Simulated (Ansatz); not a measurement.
## Ansatz (development build ahead of 0.2.0) run

```yaml
crystal:
  periodic: [false, false, false]
  atoms:
    - { symbol: "N", position_ang: [0.03278, -0.01717, -0.03362] }
    - { symbol: H, position_ang: [0.55228, 0.59921, 0.62087] }
    - { symbol: H, position_ang: [0.57785, -0.63181, -0.62329] }
    - { symbol: H, position_ang: [-0.56149, 0.58048, -0.55961] }
    - { symbol: H, position_ang: [-0.58735, -0.55939, 0.62938] }
basis:
  gaussian: { orbitals: STO-3G }
total_charge: 1
hamiltonian:
  xc: hf
```

The input is written out in the form of the current development build from the run's settings.

The run gave:

| Item | Value |
| --- | --- |
| Converged | yes |
| Total energy | -55.86084 hartree |
| Spin squared of the determinant | 0.000 |
